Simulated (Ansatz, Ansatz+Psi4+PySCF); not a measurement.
```csv
atom,x (Å),y (Å),z (Å)
C,0.0000,0.0000,0.0000
O,0.0000,0.0000,1.2100
```

Basis set: cc-pVTZ (spherical functions). Frozen core: 2 orbitals. Correlation on ROHF uses semicanonical orbitals with singles. Charge 0, multiplicity 3.

Computed with Ansatz (development build ahead of 0.2.0); each method stands on the lowest determinant of its kind that the runs found.

**Question.** Give the atomization energy at this shape (free ground-state atoms in the same class of orbitals less the molecule, no zero-point energy) of triplet CO by ROHF-MP2, UHF-MP2.

**Answer.**

```
  method  atomization energy
ROHF-MP2        520.5 kJ/mol
 UHF-MP2        477.3 kJ/mol
```

Caution: another spin multiplicity may lie lower. Caution for UHF-MP2: the unrestricted determinant is spin contaminated.
